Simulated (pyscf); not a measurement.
Thermochemistry of product channels of O=SiH₂ (SMILES O=[SiH2]) + OH• (SMILES [OH]) on the doublet surface, in kcal/mol, from ωB97M-D3(BJ)/def2-TZVP energies (ideal gas, 1 atm, RRHO with modes under 100 cm⁻¹ raised to 100, one conformer, R ln 2 for chiral ones without a mode under 150 cm⁻¹). Optimised with ωB97X-D3(BJ)/def2-SVP in PySCF.

```json
[
 {"products": "O=SiH–OH (SMILES O=[SiH]O) + H• (SMILES [H])", "ΔE": "-43.5", "ΔH(298 K)": "-44.2", "ΔG(298 K)": "-41.9", "ΔG(600 K)": "-39.9"},
 {"products": "[O=SiH]• (SMILES O=[SiH]) + H₂ (SMILES [H][H]) + O (SMILES [O]) [triplet]", "ΔE": "+85.1", "ΔH(298 K)": "+81.1", "ΔG(298 K)": "+73.1", "ΔG(600 K)": "+64.7"},
 {"products": "[O=SiH]• (SMILES O=[SiH]) + H₂O (SMILES O)", "ΔE": "(withheld)", "ΔH(298 K)": "-32.7", "ΔG(298 K)": "-33.9", "ΔG(600 K)": "-35.1"},
 {"products": "[O=Si–OH]• (SMILES O=[Si]O) + H₂ (SMILES [H][H])", "ΔE": "-58.4", "ΔH(298 K)": "-58.4", "ΔG(298 K)": "-57.6", "ΔG(600 K)": "-57.1"},
 {"products": "O=Si: (SMILES O=[Si]) [singlet] + H₂O (SMILES O) + H• (SMILES [H])", "ΔE": "(withheld)", "ΔH(298 K)": "-12.3", "ΔG(298 K)": "-19.6", "ΔG(600 K)": "-27.2"},
 {"products": "[O–SiH=O]• (SMILES [O][SiH]=O) + H₂ (SMILES [H][H])", "ΔE": "-23.7", "ΔH(298 K)": "-25.5", "ΔG(298 K)": "-24.7", "ΔG(600 K)": "-24.1"},
 {"products": "O (SMILES [O]) [triplet] + •O–SiH₃ (SMILES [O][SiH3])", "ΔE": "+70.9", "ΔH(298 K)": "+69.9", "ΔG(298 K)": "+70.3", "ΔG(600 K)": "+70.6"},
 {"products": "HO–SiH₂• (SMILES O[SiH2]) + O (SMILES [O]) [triplet]", "ΔE": "+46.0", "ΔH(298 K)": "+46.9", "ΔG(298 K)": "+46.7", "ΔG(600 K)": "(withheld)"}
]
```

Complete the blanks.


- [O=SiH]• (SMILES O=[SiH]) + H₂O (SMILES O), ΔE: -34.7
- O=Si: (SMILES O=[Si]) [singlet] + H₂O (SMILES O) + H• (SMILES [H]), ΔE: -11.8
- HO–SiH₂• (SMILES O[SiH2]) + O (SMILES [O]) [triplet], ΔG(600 K): +46.4

These are energies of the channels, which say nothing of barriers. O=SiH–OH lies 9.8 kcal/mol over its isomer HO–Si:–OH [singlet] (electronic energy, ωB97M-D3(BJ)/def2-TZVP). Left out: orbital degeneracy and the spin-orbit lowering of OH, O. The orbital near-degeneracy of the XH₃O or XH₃S radical is left out.
